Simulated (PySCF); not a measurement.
# Broadened absorption spectrum of Mg(OH)2

Species: Mg(OH)2.
Structure used (PBE0-D3(BJ)/def2-SVP), in Å, numbered top down from 1:
```xyz
5
H2MgO2 angstrom
Mg     0.0004    0.0014   -0.0003
O     -0.2224    0.4617    1.6830
H     -0.3438    0.7016    2.5939
O      0.2246   -0.4516   -1.6855
H      0.3412   -0.7131   -2.5911
```

Computed, not measured: TDDFT B3LYP/def2-SVPD, vertical, gas phase, core orbitals frozen in the response in PySCF.

Computed states:

```csv
state,E (eV),f
S1,5.23,0.0000
S2,5.23,0.0000
S3,5.50,0.093
S4,5.50,0.093
S5,7.02,0.040
S6,7.02,0.040
S7,7.04,0.0001
S8,7.05,0.0000
S9,7.05,0.0000
```

Each state is given a Gaussian of 0.4 eV full width at half maximum, with ε(max) = 2.175×10⁸ f / Δν̃ (Δν̃ the width in cm⁻¹). The width is an assumption, not a result. The curve ends short of the highest state used, and states not computed would add to its high-energy end.

Question: What does the envelope look like, and where are its maxima?

Answer: 
```
λ (nm)  ε (L mol⁻¹ cm⁻¹)
 192.3                18
 193.7                 7
 195.0                 3
 196.4                 1
 197.8                 1
 199.1                 1
 200.5                 4
 201.9                10
 203.3                25
 204.6                55
 206.0               120
 207.4               241
 208.7               436
 210.1               776
 211.5              1301
 212.8              1995
 214.2              2991
 215.6              4248
 217.0              5724
 218.3              7215
 219.7              8833
 221.1             10315
 222.4             11439
 223.8             12257
 225.2             12591
 226.5             12448
 227.9             11838
 229.3             10840
 230.7              9571
 232.0              8261
 233.4              6824
 234.8              5455
 236.1              4308
 237.5              3244
 238.9              2373
 240.3              1687
 241.6              1200
 243.0               810
 244.4               534
 245.7               354
 247.1               223
 248.5               137
 249.8                86
 251.2                50
 252.6                29
 254.0                17
 255.3                10
 256.7                 5
 258.1                 3
 259.4                 2
 260.8                 1
 262.2                 0
 263.6                 0
 264.9                 0
 266.3                 0
 267.7                 0
```

Maxima: 225 nm (5.50 eV), ε about 13000, made up of S3 (50%) and S4 (50%) (ε in L mol⁻¹ cm⁻¹; maxima over ε = 5, shares over 10%). At its high-energy end, 6.45 eV, the curve is still rising (ε about 19, from S5 and S6).

Question: What would ε be at 5.50 eV, the highest of these maxima, with half the width (0.2 eV)?

Answer: About 25200 L mol⁻¹ cm⁻¹ against 12600, a factor of about 2.00; a lone state at its own centre would give exactly 2.

Question: Coming from long wavelengths, where does ε first pass 100 L mol⁻¹ cm⁻¹?

Answer: At about 249 nm (4.97 eV), 0.26 eV below S1.

Question: Does any computed singlet lie in the visible range?

Answer: No computed singlet lies in the visible range (380 to 750 nm); the lowest, at 237 nm, stands 1.97 eV above its violet end (3.26 eV).

The run took 2.9 s of wall time on one thread, Arm Neoverse V1, no GPU, on a shared host.
